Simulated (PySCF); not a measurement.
**Removing an electron from OF2**

Compound: OF2.
Structure used (PBE0-D3(BJ)/def2-SVP), in Å, numbered top down from 1:
```xyz
3
OF2 angstrom
F     -1.0932    0.2571    0.0000
O      0.2641    0.5005    0.0000
F      0.8292   -0.7576    0.0000
```

The species is `FOF` (OF2).

Level: PBE0/def2-SVPD (PySCF). Frontier orbitals with their largest atomic shares (Löwdin; up to four atoms above 4 %):

```
orbital  ε (eV)                 main atoms
 HOMO−3  -13.54   F3 48 %, F1 47 %, O2 5 %
 HOMO−2  -13.04  F1 38 %, F3 38 %, O2 24 %
 HOMO−1  -13.00           F3 49 %, F1 49 %
   HOMO   -9.92                          ?
   LUMO   -2.24  O2 46 %, F3 27 %, F1 27 %
 LUMO+1   -1.37  O2 55 %, F1 23 %, F3 22 %
 LUMO+2    1.78  O2 57 %, F1 22 %, F3 22 %
```

What vertical ionisation energy does ΔSCF give, and how far is −ε(HOMO) from it?

ΔSCF: 13.34 eV (1287 kJ/mol; threshold wavelength 92.9 nm); ⟨S²⟩ of the doublet left behind is 0.754, against 0.75 for a pure doublet. −ε(HOMO) is 9.92 eV, 3.42 eV below it. In exact Kohn–Sham theory the two would be equal; PBE0 (global hybrid, 25 % exact exchange) falls short of its own ΔSCF value by 26 %. Holes in the HOMO−1 and HOMO−2 were tried too where these lie within 1.2 eV of the HOMO; the lowest converged state counts.

On which atoms does the HOMO lie?

O2 (oxygen bonded to 2 F) 56 %, F1 (fluorine bonded to O) 22 %, F3 (fluorine bonded to O) 22 %, so more than half of it is on one atom. The HOMO−1 lies 3.08 eV lower.

And the vertical electron affinity, the fundamental gap, Mulliken's electronegativity and the hardness (with the factor ½)?

EA = -0.67 eV by ΔSCF (−ε(LUMO) = 2.24 eV); a negative value means that the added electron isn't bound at this geometry and level, and the number then depends on the basis. IE − EA = 14.01 eV against an orbital gap of 7.68 eV; (IE + EA)/2 = 6.33 eV; (IE − EA)/2 = 7.00 eV.

How many of the 10 lowest singlet excitations (vertical TDDFT, same level) lie below the ionisation energy?

All 10; they run from 4.84 to 11.12 eV.

The lowest singlet excitation (vertical TDDFT, same level) lies at 4.84 eV. How far is it below IE − EA?

IE − EA = 14.01 eV, so by 9.17 eV.

Geometry: PBE0-D3(BJ)/def2-SVP; no solvent, vibrations or thermal averaging.
